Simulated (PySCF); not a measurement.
C2F4, charge -1, multiplicity 2. Atoms are numbered in the order given.

```xyz
6

F      0.9681     1.4941     0.2388
C     -0.1462     0.6859     0.3927
F     -1.1284     1.2226    -0.5006
C      0.1462    -0.6859     0.3927
F     -0.9681    -1.4941     0.2388
F      1.1284    -1.2226    -0.5006
```
Charge -1, spin multiplicity 2.

Geometry: TPSSh-D3(BJ)/def2-SVPD. The spin state was assumed, not searched.

Computed with ωB97X/def2-SVPD (PySCF).

Mulliken values depend strongly on the basis, most of all with diffuse functions as here. ESP charges are fitted to the potential on shells at 1.4 to 2.0 van der Waals radii. Atomic charges (e):

```csv
atom,Mulliken,ESP fit,meta-Löwdin,Mulliken spin
F1,-0.47,-0.12,[?],0.00
C2,0.46,-0.24,[?],0.49
F3,-0.48,-0.14,[?],0.01
C4,0.46,-0.24,[?],0.49
F5,-0.47,-0.12,[?],0.00
F6,-0.48,-0.14,[?],0.01
```

Problem. Complete the blanks. (Estimate from the structure and the level; the computed values follow.)

Solution. 
- F1, meta-Löwdin: -0.33
- C2, meta-Löwdin: 0.21
- F3, meta-Löwdin: -0.38
- C4, meta-Löwdin: 0.21
- F5, meta-Löwdin: -0.33
- F6, meta-Löwdin: -0.38
